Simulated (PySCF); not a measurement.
Scan of H₂O, singlet: map of symmetric stretch and bend. Scanned: O-H bond length and H-O-H angle.

Method: restricted Hartree-Fock/3-21G (PySCF 2.14.0).

Energy in eV above the lowest grid point; x is the O-H bond length (Å), y the H-O-H angle (°).

| y \ x | 0.82 | 0.86 | 0.91 | 0.96 | 1.01 | 1.06 | 1.10 | 1.15 | 1.20 | 1.25 | 1.30 |
|---|---|---|---|---|---|---|---|---|---|---|---|
| 180 | 2.468 | 1.817 | 1.459 | 1.471 | 1.745 | 2.203 | 2.661 | 3.311 | 4.014 | 4.745 | 5.483 |
| 170 | 2.418 | 1.763 | 1.398 | 1.403 | 1.670 | 2.119 | 2.568 | 3.206 | 3.896 | 4.612 | 5.333 |
| 160 | 2.278 | 1.609 | 1.227 | 1.213 | 1.458 | 1.883 | 2.313 | 2.923 | 3.583 | 4.268 | 4.959 |
| 150 | 2.075 | 1.385 | 0.977 | 0.936 | 1.153 | 1.548 | 1.952 | 2.532 | 3.163 | 3.821 | 4.491 |
| 140 | 1.850 | 1.134 | 0.694 | 0.622 | 0.809 | 1.175 | 1.557 | 2.111 | 2.720 | 3.362 | 4.020 |
| 130 | 1.655 | 0.908 | 0.432 | 0.327 | 0.484 | 0.824 | 1.187 | 1.721 | 2.316 | 2.947 | 3.601 |
| 120 | 1.541 | 0.759 | 0.244 | 0.105 | 0.232 | 0.545 | 0.892 | 1.409 | 1.991 | 2.615 | 3.266 |
| 110 | 1.556 | 0.736 | 0.178 | 0.000 | 0.094 | 0.380 | 0.709 | 1.208 | 1.776 | 2.391 | 3.036 |
| 100 | 1.740 | 0.879 | 0.272 | 0.052 | 0.108 | 0.361 | 0.667 | 1.143 | 1.693 | 2.294 | 2.929 |
| 90 | 2.119 | 1.215 | 0.557 | 0.288 | 0.299 | 0.513 | 0.791 | 1.235 | 1.759 | 2.337 | 2.954 |
| 80 | 2.709 | 1.760 | 1.047 | 0.724 | 0.685 | 0.850 | 1.092 | 1.496 | 1.982 | 2.527 | 3.113 |
| 70 | 3.526 | 2.524 | 1.746 | 1.362 | 1.262 | 1.370 | 1.567 | 1.917 | 2.352 | 2.848 | 3.389 |

Points that lie below all their neighbours on the grid: x = 0.96, y = 110 (0.000 eV).
